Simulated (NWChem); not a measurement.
System: hydrogen peroxide (H2O2); SMILES OO

The following NWChem deck was run.

```
start job
memory heap 200 mb stack 900 mb global 1100 mb
geometry units angstroms noautoz
  O      0.040794    -0.708066    -0.122099
  O     -0.040790     0.708067    -0.122096
  H     -0.758713    -0.939419     0.370136
  H      0.758709     0.939418     0.370134
end
basis spherical
  * library aug-pcseg-1
end
dft
  xc xpbe96 cpbe96
  iterations 150
  vectors input atomic output neutral.movecs
end
task dft energy
charge 1
dft
  odft
  mult 2
  vectors input atomic output cation.movecs
end
task dft energy
```

The geometry was optimised at PBE0/def2-SVP.

Ions are spin-unrestricted doublets at the neutral geometry; other ion states weren't tried.

Give the results of this calculation. (PBE/aug-pcseg-1, vertical spin-unrestricted ions.) Quantities: basis functions; vertical ionisation energy, ΔSCF (eV); −ε(HOMO) (eV).


```
Item                                   Result
-------------------------------------  ------
number of basis functions                  64
vertical ionisation energy, ΔSCF (eV)   11.17
−ε(HOMO) (eV)                            6.32
```
